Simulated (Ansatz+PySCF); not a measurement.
# singlet NO₂(-): levels of theory in one basis

```
atom    x (Å)    y (Å)    z (Å)
   N   0.0191   0.0224  -0.4971
   O  -0.0070   1.1057   0.2215
   O  -0.0130  -1.0765   0.1540
```

Basis set: def2-SVP (spherical functions). Frozen core: 3 orbitals. Charge -1, multiplicity 1.

Computed with Ansatz (development build ahead of 0.2.0); each method stands on the lowest determinant of its kind that the runs found. NEVPT2 correlates all electrons. Active spaces start from the frontier orbitals, and the lowest solution found is given.

```json
{"method": "RHF", "E − E(RHF) (eV)": "0.00", "<S²> of the determinant": "0.00"}
{"method": "UHF", "E − E(RHF) (eV)": "-0.01", "<S²> of the determinant": "0.16"}
{"method": "RHF-MP2", "E − E(RHF) (eV)": "-14.87", "<S²> of the determinant": "–"}
{"method": "RHF-CCSD", "E − E(RHF) (eV)": "-14.84", "<S²> of the determinant": "–"}
{"method": "UHF-CCSD", "E − E(RHF) (eV)": "-14.83", "<S²> of the determinant": "0.16"}
{"method": "RHF-CCSD(T)", "E − E(RHF) (eV)": "-15.42", "<S²> of the determinant": "–"}
{"method": "UHF-CCSD(T)", "E − E(RHF) (eV)": "-15.39", "<S²> of the determinant": "0.16"}
{"method": "CASSCF(4,3)", "E − E(RHF) (eV)": "-1.03", "<S²> of the determinant": "–"}
{"method": "SC-NEVPT2(4,3)", "E − E(RHF) (eV)": "-15.41", "<S²> of the determinant": "–"}
```

(1) What does UHF-MP2 give on the same scale?

(2) Is a single determinant a sound starting point here?

Results:

(1) -14.62 eV.

(2) Only with care. Unrestricted orbitals gain 0.01 eV and <S²> is 0.16 against 0.00 for a pure state, so spin symmetry breaks but gains little energy; restricted orbitals can still serve. The CASSCF(4,3) natural occupations are 1.98, 1.93, 0.09.

Caution: no diffuse functions for an anion. Caution for UHF, UHF-MP2, UHF-CCSD, UHF-CCSD(T): the unrestricted determinant is spin contaminated. Caution for UHF-MP2: another reference gives a lower total. Caution for CASSCF(4,3): other starts end on other solutions of this active space.
